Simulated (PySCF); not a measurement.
Compound: C4H6FS (doublet state).
Geometry (GFN2-xTB, Å), atoms numbered from 1 in this order:
```xyz
12
C4H6FS angstrom
C      1.827    0.179    0.006
S      0.723   -0.433   -1.297
C     -0.914   -0.044   -0.646
C     -1.172    0.864    0.457
C     -1.448   -0.541    0.704
F     -0.640   -1.266    1.546
H      1.844    1.265   -0.009
H      1.499   -0.199    0.969
H      2.813   -0.209   -0.230
H     -1.609   -0.139   -1.471
H     -0.475    1.482    0.985
H     -2.447   -0.961    0.726
```

The hyperfine couplings belong to this conformer and change with its torsions.

As a line formula: `CS[C@@H]1[CH][C@@H]1F` [radical].

Computed, not measured: UKS B3LYP, pcH-1 on C F H S, non-relativistic, mean-field spin-orbit, GIAO in PySCF 2.14.0. Geometry: GFN2-xTB, one conformer, isolated molecule. A GFN2-xTB geometry isn't a minimum of the functional, and hyperfine couplings can be far from their values at a DFT geometry. No stability test was run, so a lower SCF solution isn't excluded.

Problem. The isotropic 13C couplings are +236.8, -22.5, -14.7, +1.9 MHz. Assign them to C1; C3; C4; C5.

Solution. 
| site | a_iso (MHz) | ρ(0) (bohr⁻³) | position | distance from C4 (Å) | spin population | largest \|T\| (MHz) |
| --- | --- | --- | --- | --- | --- | --- |
| C1 | +1.9 | +0.0017 | 3 bonds from C4 | 3.11 | 0.00 | 0.8 |
| C3 | -22.5 | -0.0201 | 1 bond from C4 | 1.45 | 0.00 | 13.0 |
| C4 | +236.8 | +0.2107 | largest spin population | 0.00 | +0.84 | 131.8 |
| C5 | -14.7 | -0.0131 | 1 bond from C4 | 1.45 | +0.02 | 13.1 |

Problem. Match the computed a_iso(1H) values +105.8, +59.1, -32.4, +1.6 MHz (means over equivalent nuclei) with the sites H7/H8/H9; H10; H11; H12.

Solution. 
```tsv
site	a_iso (MHz)	ρ(0) (bohr⁻³)	position	distance from C4 (Å)	bound to	spin population there	largest |T| (MHz)
H7/H8/H9	+1.6	+0.0003	4 bonds from C4	3.39	C1	0.00	3.4
H10	+105.8	+0.0237	β, 2 bonds from C4	2.22	C3	0.00	11.2
H11	-32.4	-0.0073	α, 1 bond from C4	1.07	C4	+0.84	33.9
H12	+59.1	+0.0132	β, 2 bonds from C4	2.24	C5	+0.02	9.9
```

ρ(0) is the spin density at the nucleus and T the dipolar tensor; a_iso includes a spin–orbit part; entries for several nuclei are means. Largest spin populations (Mulliken): C4 (+0.84) and S2 (+0.08). No atom but C4 exceeds +0.15. The angles at C4 add up to 318.8°, so it is pyramidal.

Class means assume fast exchange of nuclei equivalent by connectivity; if that motion is slow, each nucleus keeps its own coupling.
